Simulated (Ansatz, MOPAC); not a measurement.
System: formaldehyde, CH2O (charge 0, singlet). SMILES: C=O
Geometry: optimised at B3LYP-D3(BJ)/def2-TZVP (Ansatz, a first-principles code).

Wanted: size of the dipole moment, in D. Terms: spin-orbit terms left out; dispersion terms only where a functional's name holds one; six Cartesian d functions in 6-31G* and its kin unless marked 5d; non-relativistic; LANL2DZ all-electron up to Ne. Ab initio and DFT rows: single points at B3LYP-D3(BJ) geometries (Ansatz). Semi-empirical rows: dipoles at the shared geometry.

Measured values: NIST CCCBDB, as tabulated in the package chemicals; dipoles are vibrational averages. 

Value to compare with, the measured value: 2.33 D.

```tsv
level	program	size of the dipole moment (D)	error
AM1	MOPAC	2.18	-0.15
MNDO	MOPAC	2.10	-0.23
PBE/LANL2DZ	Ansatz	2.42	0.09
PBE/6-31G*	Ansatz	1.98	-0.35
BLYP/6-31G*	Ansatz	1.97	-0.36
B3LYP/6-31G*	Ansatz	2.16	-0.17
B3LYP/def2-SVP	Ansatz	2.14	-0.19
```

1 of the 7 habitual levels lie above the measured value; their mean absolute error is 0.22 D, the median 0.19.

The levels are drawn from those run, B3LYP/6-31G* more often than the rest, none by its result; runs whose electronic state is in doubt are left out.
